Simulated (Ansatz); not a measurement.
Basis-set extrapolation for `CC(C)C(F)F` (PBE0-D4/def2-TZVP geometry, frozen core, Ansatz 0.2.0). Multiplicity 1, RHF reference.

```csv
,def2-TZVPP,def2-QZVPP
HF,-355.166297,-355.182082
MP2 correlation,-1.191656,-1.284008
CCSD(T) correlation,-1.277355,not run
```

Energies in hartree. Use E(X) = E(∞) + A·exp(−7.88·√X) for Hartree–Fock and E(X) = E(∞) + B·X^(−2.97) for correlation, with X = 3 and 4, and add CCSD(T) minus MP2 of the smaller set to the MP2 limit.

**Question.** What is the CCSD(T) energy at the basis-set limit?

**Answer.** HF limit: -355.182082 + (-0.015785) × 0.13774 = -355.18426. MP2 limit: -1.284008 + (-0.092352) × 0.74074 = -1.35242. Higher-order term: -1.277355 − (-1.191656) = -0.08570. Total: -356.62238 hartree, 469.3 kJ/mol below CCSD(T)/def2-TZVPP.
